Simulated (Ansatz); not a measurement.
# LiC+ (triplet): the correlation ladder at distance C1–Li2 = 2.095 Å, aug-cc-pVTZ

One table from this session's results is given with a row withheld; the runs are named, their logs left out.

Method: aug-cc-pVTZ, core rule «outside noble gas», up to 2 orbitals frozen; program: Ansatz 0.2.0, Gaussian basis.

To be run: UHF; CCSD(T) on ROHF; CCSD(T) on UHF; BCCD(T) on ROHF; CCSDT(Q) on ROHF; CCSDT(Q) on UHF; Full CI.

39 further runs of the same task are left out: 19 for a known fault of the program, 15 that didn't finish, 5 set aside as unsound or not needed.

### The system

The geometry derives from a PBE0/def2-TZVP stationary point (not a proven minimum). One bond is set to the value named and the two fragments are kept rigid.

2 atoms, charge 1, spin multiplicity 3.

Atoms are counted from 1 here; the program's logs count them from 0.

Bond lengths: C1–Li2 2.095 Å.

Set-up of the first run:

File in.yaml:

```yaml
crystal:
  periodic: [false, false, false]
  atoms:
    - {symbol: C, position_ang: [0.000000, 0.000000, 0.000000]}
    - {symbol: Li, position_ang: [0.000000, 0.000000, 2.095000]}
basis:
  gaussian: {orbitals: aug-cc-pVTZ}
total_charge: 1
magnetization: {spin_polarized: true, initial_magnetization: 2}
hamiltonian: {xc: hf}
output: {orbitals: {seedname: orbitals}}
```

Command:

```bash
ansatz run in.yaml --threads 1 --pin off --events-out ev --progress --plain --max-ram 2393MiB
```

Steps of the session up to this table: UHF; CCSD(T) on ROHF; CCSD(T) on UHF; BCCD(T) on ROHF; CCSDT(Q) on ROHF; CCSDT(Q) on UHF; Full CI.

One of the session's tables, all rows but one given; the rest of the session is left out.

```
   method  from FCI (kcal/mol)
     ROHF               +58.51
      UHF                    ?
     RMP2               +14.04
     UMP2               +13.90
    RCCSD                +1.70
    UCCSD                +1.59
 RCCSD(T)                +0.32
 UCCSD(T)                +0.28
  BCCD(T)                +0.32
   RCCSDT                +0.01
   UCCSDT                -0.03
RCCSDT(Q)                -0.01
UCCSDT(Q)                -0.05
      FCI                    0
```

**Question.** Estimate the row for UHF.

The run gave: from FCI (kcal/mol): +55.73. In the column «from FCI (kcal/mol)» it lies between RMP2 (+14.04) and ROHF (+58.51).

Limits of these values: UCCSDT(Q) falls below full CI: unrestricted runs freeze a spin-polarised core, another one than full CI's, and coupled cluster isn't variational. Levels on UHF freeze UHF's core orbitals, full CI those of ROHF, so the U rows can settle a little off it for that reason alone. Restricted and unrestricted rows rest on different reference determinants; where their highest levels disagree by more than a few hundredths of an eV, they describe different states and don't form one ladder.
